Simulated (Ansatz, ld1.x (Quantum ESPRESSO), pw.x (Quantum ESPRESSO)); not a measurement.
## Rb: one change to the TM potential, in the atom and in the bcc crystal

```
Element                 : Rb (Z = 37)
Generator               : ld1.x (Quantum ESPRESSO) 7.5
Type                    : norm-conserving Troullier–Martins (Kleinman–Bylander form)
Functional              : PBE
Relativity              : scalar-relativistic
Frozen core             : [Kr]
Valence charge          : 1
Reference configuration : 5s1 5p0
Partial waves           : 5p (bound, empty): rc 4.20 bohr; 4d channel at 0.4 Ry: rc 3.60 bohr; 4f channel at 0.45 Ry: rc 4.05 bohr; 5s (bound): rc 3.60 bohr
Local potential         : the s channel
Core correction         : Bessel-smoothed model core inside 3.60 bohr
```

Change: local potential the d channel.

Cutoffs, loose and tight: the cutoffs (Ry, on a coarse ladder) from which the occupation-weighted sum of valence levels, in a spherical-Bessel basis at the reference potential, stays within 10 and 1 mRy of its value at 400 Ry. They do not see the model core or the augmentation charge, which bear on the density cutoff. Test errors are all-electron minus pseudo excitation energies from the reference, over the configurations 5s0.5 5p0; 5s0 5p1; variants that change the core or the reference have their own tests.

Crystal test: bcc Rb in pw.x 7.5, no spin, 8³ k-points, Fermi–Dirac smearing 0.01 Ry, cutoffs set for each file from its atomic test. The reference is all-electron LAPW (Ansatz 0.2.0) with the same functional, mesh and smearing; V0 and B0 come from Birch–Murnaghan fits to the pressures at five volumes. Errors are pseudo minus all-electron; Δ is the rms difference of the E(V) curves that follow from these fits, minima aligned, over ±6 % about the mean V0. Mesh and smearing are coarse, so the numbers serve the comparison and aren't converged zero-temperature values; the lattice is a test structure that the element need not adopt.

All-electron: a0 = 5.681 Å (V0 = 91.67 Å³/atom), B0 = 2.7 GPa.

**Question.** Does the change bring the crystal closer to the all-electron result?

**Answer.** The mean pressure error goes from -0.00 to -0.05 GPa, so the change moves the solid further from the all-electron pressures.

```csv
quantity,base,changed
outcome (atom),generated,generated
"cutoff, loose (atom)",6 Ry,6 Ry
"cutoff, tight (atom)",6 Ry,6 Ry
bound ghosts (atom),none,"s, p"
largest test error (meV) (atom),-1.3,1 of 2 tests not solved or not reliable
cutoffs in pw.x (Ry),50/200,50/200
a0 (Å),5.680,–
a0 error (%),-0.01,–
B0 error (%),+0.3,–
Δ (meV/atom),0.0,–
mean pressure error (GPa),-0.00,-0.05
```

A dash: not determined, or the minimum lies outside the volumes sampled.

Changed file: This is a poor potential for the solid. The pseudo pressure rises with volume over the whole range, a mechanical instability. Note: ghost states, extra bound levels that the all-electron valence spectrum of the same l lacks: s at -24.3 eV, p at -4.3 eV. A true bound ghost makes a file unfit for plane-wave use. Atomic configuration tests: 1 of 2 tests not solved or not reliable. The atomic cutoffs weigh occupied waves only.
